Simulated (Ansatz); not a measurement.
C₂H₃N (`C1=CN1`). The species carries charge 0 and has multiplicity 1.

```xyz
6

C     0.2611    0.2218   -0.6632
C    -0.6755    0.2527    0.1928
N     0.2775   -0.8999    0.3361
H     0.7862    0.5010   -1.5573
H    -1.6021    0.5798    0.6259
H     0.9528   -0.6554    1.0658
```

Problem. What are the harmonic wavenumbers in cm⁻¹ at PBE0-D4/def2-TZVP (Ansatz, finite differences of forces, unscaled)? (An estimate is asked.)

Solution. Ansatz gave: 577, 596, 772, 913, 984, 1092, 1173, 1381, 1811, 3305, 3351, 3367.

Problem. Is this a minimum?

Solution. Yes, all 12 modes are real.

Problem. Give the ideal-gas thermochemistry at 298.15 K and 1 bar (rigid rotor, harmonic oscillator; point group Cs, symmetry number 1).

Solution. Zero-point energy 115.6 kJ/mol; H(298) − E = 127.0 kJ/mol; entropy 248.9 J/(mol·K), of which translation 155.2, rotation 87.3, vibration 6.5; G(298) − E = 52.7 kJ/mol.

Problem. And at 400, 500, 600, 800 and 1000 K?

Solution. 
```
T (K)  H − E (kJ/mol)  S (J/mol/K)  G − E (kJ/mol)
  400           132.8        265.7            26.5
  500           139.6        280.9            -0.8
  600           147.3        294.8           -29.6
  800           164.5        319.5           -91.1
 1000           183.7        340.9          -157.2
```
